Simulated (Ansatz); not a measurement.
**C₂HO− (SMILES C#C[O-]): single points off equilibrium**

The task here is to estimate one member of a computed series from the others.

Method: single points in def2-TZVPPD; program: Ansatz 0.2.0, Gaussian basis.

Correlated methods freeze the cores. B3LYP uses VWN-RPA correlation.

## The starting structure

SMILES `C#C[O-]`, 4 atoms, charge -1, spin multiplicity 1.

Atoms are counted from 1 here; the program's logs count them from 0.

Bond lengths: C1–C2 1.165 Å, C1–H4 1.123 Å, C2–O3 1.250 Å. Angles: C2–C1–H4 147.7°, C1–C2–O3 162.5°.

As a file:

```
C    -0.5213    0.2920   -0.1545
C     0.3580   -0.3291    0.2896
O     1.0286   -1.2583    0.7897
H    -0.8621    1.0492   -0.9100
```

The first run:

run/in.yaml reads:

```yaml
crystal:
  periodic: [false, false, false]
  atoms:
    - {symbol: C, position_ang: [-0.521300, 0.292000, -0.154500]}
    - {symbol: C, position_ang: [0.358000, -0.329100, 0.289600]}
    - {symbol: O, position_ang: [1.028600, -1.258300, 0.789700]}
    - {symbol: H, position_ang: [-0.862100, 1.049200, -0.910000]}
basis:
  gaussian: {orbitals: "def2-TZVPPD.json"}
total_charge: -1
correlation: {method: ccsd_t}
output: {forces: true}
```

The basis file named in the input lies beside it (Basis Set Exchange, JSON).

The command line of these runs was not kept.

Among the steps run: CCSD(T)/def2-TZVPPD; PBE0-D4/def2-TZVPPD; wB97M-V/def2-TZVPPD; r2SCAN-D4/def2-TZVPPD; PBE-D4/def2-TZVPPD; CAM-B3LYP-D4/def2-TZVPPD; B3LYP-D4/def2-TZVPPD.

One of the session's tables, all rows but one given; the rest of the session is left out.

```
      method  RMS force component (eV/Å)  angle to CCSD(T) forces (°)
     CCSD(T)                       4.591                    reference
     PBE0-D4                       4.434                          4.6
     wB97M-V                           ?                            ?
   r2SCAN-D4                       4.508                          3.1
      PBE-D4                       4.580                          1.4
CAM-B3LYP-D4                       4.169                          5.2
    B3LYP-D4                       4.319                          3.0
```

Q: Estimate the row for wB97M-V from the others.

The run gave: RMS force component (eV/Å): 4.267; angle to CCSD(T) forces (°): 3.6. In the column «RMS force component (eV/Å)» it lies between CAM-B3LYP-D4 (4.169) and B3LYP-D4 (4.319).
